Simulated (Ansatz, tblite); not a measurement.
**InH2F: charged states by level of theory**

One table from this session's results is given with a row withheld; the runs are named, their logs left out.

The runs use Ansatz 0.2.0, Gaussian basis; as each input shows.

Levels to be run: charge +1 doublet, at the geometry of the singlet (PBE0-D4/def2-TZVP, PBE-D4/def2-TZVP, r2SCAN-D4/def2-TZVP, CCSD(T)/def2-TZVPP); charge +1 doublet, relaxed (PBE0-D4/def2-TZVP, PBE-D4/def2-TZVP); the starting singlet's energies come from earlier runs.

1 further run of the same task is left out (set aside as unsound or not needed). Runs told in other sessions of the task aren't counted.

## The structure

The geometry is that of the singlet, from an earlier relaxation (PBE0-D4/def2-TZVP).

4 atoms, charge 0, spin multiplicity 1.

Atoms are counted from 1 here; the program's logs count them from 0.

Bond lengths: In1–H2 1.702 Å, In1–H3 1.702 Å, In1–F4 1.961 Å. Angles: H2–In1–H3 139.1°, H2–In1–F4 110.4°, H3–In1–F4 110.4°.

Geometry (Å):

```xyz
4

In    0.0992    0.1656   -0.0006
H     1.7732   -0.1438    0.0144
H    -0.9641    1.4950   -0.0192
F    -0.9082   -1.5168    0.0054
```

In takes a core potential in the def2 sets. No spin-orbit coupling is included.

The first run:

File in.yaml:

```yaml
crystal:
  periodic: [false, false, false]
  atoms:
    - {symbol: In, position_ang: [0.099158, 0.165605, -0.000590]}
    - {symbol: H, position_ang: [1.773175, -0.143805, 0.014396]}
    - {symbol: H, position_ang: [-0.964115, 1.495020, -0.019198]}
    - {symbol: F, position_ang: [-0.908218, -1.516829, 0.005383]}
basis:
  gaussian: {orbitals: def2-TZVP}
total_charge: 1
magnetization: {spin_polarized: true, initial_magnetization: 1}
hamiltonian: {xc: pbe0, dispersion: d4}
output: {orbitals: {seedname: orbitals}}
```

Started as:

```
$ ansatz run in.yaml --threads 4 --pin off --events-out ev --progress --plain --max-ram 3916MiB
```

Steps of the session up to this table: Charge +1 doublet at the fixed geometry, PBE0-D4/def2-TZVP; Charge +1 doublet at the fixed geometry, PBE-D4/def2-TZVP; Charge +1 doublet at the fixed geometry, r2SCAN-D4/def2-TZVP; Charge +1 doublet at the fixed geometry, CCSD(T)/def2-TZVPP.

One of the session's tables, all rows but one given; the rest of the session is left out.

It belongs to the step «Vertical ionisation energy». 

```
             method  vertical ionisation energy (eV)
      HF/def2-TZVPP                                ?
   PBE-D4/def2-TZVP                            10.75
r2SCAN-D4/def2-TZVP                            10.92
  PBE0-D4/def2-TZVP                            11.13
     MP2/def2-TZVPP                            11.52
    CCSD/def2-TZVPP                            11.50
 CCSD(T)/def2-TZVPP                            11.42
```

**Question.** Estimate the row for HF/def2-TZVPP.

As computed: vertical ionisation energy (eV): 10.88. In the column «vertical ionisation energy (eV)» it lies between PBE-D4/def2-TZVP (10.75) and r2SCAN-D4/def2-TZVP (10.92).
